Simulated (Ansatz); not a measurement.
A ladder of methods for [BCl2]+ (SMILES Cl[B+]Cl)

The species is [BCl2]+ (3 atoms), meant as a singlet with charge +1. As SMILES, `Cl[B+]Cl`. Geometry: relaxed at GFN2-xTB.

```jsonl
{"atom": "Cl", "x (Å)": "-1.2384", "y (Å)": "0.7665", "z (Å)": "-0.5913"}
{"atom": "B", "x (Å)": "0.0007", "y (Å)": "0.0014", "z (Å)": "0.0006"}
{"atom": "Cl", "x (Å)": "1.2376", "y (Å)": "-0.7678", "z (Å)": "0.5907"}
```

Quantity: the energy change with the Cl1–B2 bond stretched from 1.572 to 2.358 Å, in eV. The values are calculated.

| level | kind | program | value (eV) | CPU time (all runs) |
| --- | --- | --- | --- | --- |
| HF/STO-3G (restricted) | Hartree–Fock | Ansatz | 3.53 | 0.19 s |
| SVWN5/STO-3G (restricted) | LDA | Ansatz | 3.49 | 1.2 s |
| BLYP/STO-3G (restricted) | GGA | Ansatz | 2.90 | 1.8 s |
| HSE06/STO-3G (restricted) | range-separated hybrid | Ansatz | 3.43 | 2 s |
| RPA@PBE/STO-3G (restricted) | RPA | Ansatz | 2.74 | 2.6 s |
| CCSD/STO-3G (restricted) | coupled cluster or CI | Ansatz | ? | 0.35 s |
| CCSDT/STO-3G (restricted) | coupled cluster or CI | Ansatz | 2.87 | 0.62 s |
| CCSDTQ/STO-3G (restricted) | coupled cluster or CI | Ansatz | 2.87 | 15 s |
| FCI/STO-3G | exact in the basis | Ansatz | 2.87 | 1.3 s |

(1) Estimate the missing values from the other rows.

## Answers

(1) As computed at these levels: CCSD/STO-3G (restricted): 2.88 eV. Spin-restricted single references rise too steeply as a bond breaks, Hartree–Fock most of all. The first shape isn't each level's own minimum. The values span 2.74 to 3.53 eV. All rows use very small basis sets, so even the best lies far from the true value. CPU times are rough (shared hosts, several kinds of processor): they show what a rung costs within a factor of a few.
